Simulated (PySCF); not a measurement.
Structure problem from calculated spectra and properties.

Elements present: C, H, N and O. Monoisotopic mass: 57.0215 u.

| Property | Result |
| --- | --- |
| Dipole | 3.11 D [PBE0/def2-SVPD] |
| NMR, other nuclei | isotropic shieldings of nuclei other than C and H, by class: -176 (1 N), -212 (1 O) ppm [GIAO CAM-B3LYP/pcSseg-2] |
| Polarisability | 36.4 au [PBE0/def2-SVPD] |
| 13C NMR | chemical shifts (computed TMS as zero) by class: 185.6 (1 C), 163.5 (1 C) ppm [GIAO CAM-B3LYP/pcSseg-2] |
| Rotational structure | rotational constants A, B, C: 31.457, 5.911, 5.289 GHz [PBE0-D3(BJ)/def2-SVP] |
| UV, strongest line | among the 10 lowest singlet transitions: S6 at 7.67 eV (162 nm, f = 0.110) [TDDFT PBE0/def2-SVPD] |
| UV, first state | lowest singlet excitation: 4.29 eV (289 nm, f = 0.004) [TDDFT PBE0/def2-SVPD] |
| 1H NMR | chemical shifts (computed TMS as zero) by class: 9.26 (1 H), 7.64 (1 H), 7.26 (1 H) ppm [GIAO CAM-B3LYP/pcSseg-2] |

Gas-phase values; electronic properties from PySCF, density fitting. Levels stand in brackets. Isolated species at its PBE0-D3(BJ)/def2-SVP geometry (one conformer only). NMR classes are plain means over equivalent atoms (diastereotopic ones count apart unless rotation or inversion swaps them), as if these changed places fast.

Problem. Which formula fits the mass and the elements?

Solution. C2H3NO (calculated 57.0215). No other formula that holds each of these elements comes within 0.0003 u with a fitting electron parity and a possible valence count.

Problem. Propose a structure and show how it fits.

Solution. Numbering: `[CH2:1]=[N:2][CH:3]=[O:4]`. Its formula, C2H3NO, gives 2 degrees of unsaturation: 0 rings and 2 π bonds in the structure found. 2 carbons fall into 2 classes; from least to most shielded: carbonyl carbon [C3] (185.6 ppm), imine carbon [C1] (163.5 ppm). Hydrogen classes from least to most shielded: 1 H on a carbonyl carbon, C3 (9.26 ppm), 1 H on an imine carbon, C1 (7.64 ppm), 1 H on an imine carbon, C1 (7.26 ppm). The other shieldings belong to: -176 ppm, imine nitrogen [N2]; -212 ppm, carbonyl oxygen [O4]. S1 is mainly HOMO→LUMO (weight 0.95); the largest Löwdin shares of the orbital it empties are 0.48 on the carbonyl oxygen, 0.25 on the imine nitrogen, 0.11 on the carbonyl carbon and 0.06 on the imine carbon, of the orbital it fills 0.38 on the imine carbon, 0.30 on the imine nitrogen, 0.10 on the carbonyl oxygen and 0.09 on the carbonyl carbon. The optimised geometry has point group C1 and is an asymmetric top. Structure: `C=NC=O`. Computed isomers that give other values at the same levels: `[H]/N=C\C=O` (13C chemical shifts (computed TMS as zero) by class: 195.0 (1 C), 175.4 (1 C) ppm); `C=CN=O` (rotational constant A: 53.557 GHz; this holds for the one conformer computed). The assignments are read from this structure; whether some other isomer fits the data as well wasn't checked.

The values belong to the conformer `[CH2:1]=[N:2][CH:3]=[O:4]`: C1–N2–C3–O4 -68°.
